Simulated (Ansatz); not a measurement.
## Structure optimisation: oxygen, O2 molecule

Computed with DFT, BLYP, plane waves (420 eV) with PAW, scalar-relativistic (Ansatz 0.2.0). (PAW data from PBE, frozen cores regenerated.)

k-point mesh 1×1×1, Fermi-Dirac smearing 0.01 eV, starting moments 1.00 ×2 μB. The box is fixed.

Starting structure:

```xyz
2
Lattice="12.0000 0.0000 0.0000 0.0000 12.3000 0.0000 0.0000 0.0000 12.6000" Properties=species:S:1:pos:R:3 pbc="T T T"
O     6.0000    6.1500    5.6900
O     6.0000    6.1500    6.9100
```

Task: What is the relaxed bond length?

Result: 1.225 Å (start 1.220 Å).

Task: Which magnetic state does it end in?

Result: triplet; moments 0.57 ×2 μB.
